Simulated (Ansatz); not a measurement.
The same path of CH4SSi (7 atoms, charge 0, multiplicity 1) was run twice with different band settings. The coordinate that changes most is the dihedral C1–Si2–S3–H7.

Level of theory: RKS PBE-D4/def2-SVPD in Ansatz 0.2.0.

Relaxed end points:

```xyz
7
Properties=species:S:1:pos:R:3
C -0.834 0.629 -0.269
Si 0.572 0.273 0.995
S 1.313 -1.499 -0.014
H -1.164 -0.213 -0.908
H -0.466 1.438 -0.940
H -1.715 1.053 0.256
H 2.354 -1.749 0.833
```

```xyz
7
Properties=species:S:1:pos:R:3
C -0.768 0.401 -0.163
Si 0.088 -0.022 1.509
S 1.879 -1.000 0.750
H -0.944 -0.513 -0.768
H -0.131 1.079 -0.771
H -1.744 0.900 -0.001
H 1.682 -0.913 -0.602
```

Common settings: movable images 9; climbing image yes; spring 5.0 eV/Å²; optimiser quadratic models (default); start path IDPP; iteration limit 60; end points relaxed.

| run | force threshold |
| --- | --- |
| 1 | 0.05 eV/Å |
| 2 | 0.2 eV/Å |

**Question.** What does each run give, and how far can it be trusted?

**Answer.** Run 1: converged after 12 iterations, highest image 0.670 eV above the first end. A vibrational analysis at the climbing image gives one clearly imaginary mode, 521i cm⁻¹: a first-order saddle point.
Run 2: converged after 5 iterations, highest image 0.676 eV above the first end. The threshold of 0.2 eV/Å is loose, so the images may lie well off the minimum-energy path. The order of the stationary point at the top wasn't checked.
